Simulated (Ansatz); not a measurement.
**One structure, 3 elements: Ru2C, SnRu2, Ru2Pb**

Plane-wave DFT in Ansatz with scalar-relativistic PAW potentials, cutoff 420 eV, Γ-centred meshes chosen by cell and gap, Gaussian smearing with energies taken to zero width. Every cell was relaxed (cell and atoms) in a run of its own, within the symmetry of its start. Functional: PBE.

All members share space group P6/mmm and the same sites; only the element on one set of sites changes (C, Sn, Pb). Members needn't be the stable form of their composition. Energies over the elements, where given, are against the elements' standard states in the same functional (H₂, N₂, O₂ and halogens uncorrected, Hg as a solid). The first member:

Space group P6/mmm (No. 191). a = 4.076 Å, b = 4.076 Å, c = 2.637 Å, α = 90.00°, β = 90.00°, γ = 120.00°
```
atom site symmetry x y z
  Ru    2d      -6m2  0.3333  0.6667  0.5000
   C    1a     6/mmm  0.0000  0.0000  0.0000
```

```csv
compound,V (Å³/atom),a (Å),c (Å),energy over elements (eV/atom)
Ru2C,12.65,4.076,2.637,2.009
Ru2Pb,17.77,4.426,3.143,0.745
```

Task: Predict the member with Sn.

Result: V (Å³/atom) 16.54, a (Å) 4.376, c (Å) 2.991, energy over elements (eV/atom) 0.370. Interpolating linearly in period between C and Pb would give 16.49 Å³/atom (0.3 % too small), with 1.061 eV/atom over the elements. Over the whole series the volume grows at each step down the group; all are metallic on the mesh; none is bound against its elements in this structure, and Sn comes closest.

Spin-orbit coupling is left out, which matters for the bands of heavy elements. For Tl, Pb and Bi spin-orbit coupling shifts energies too.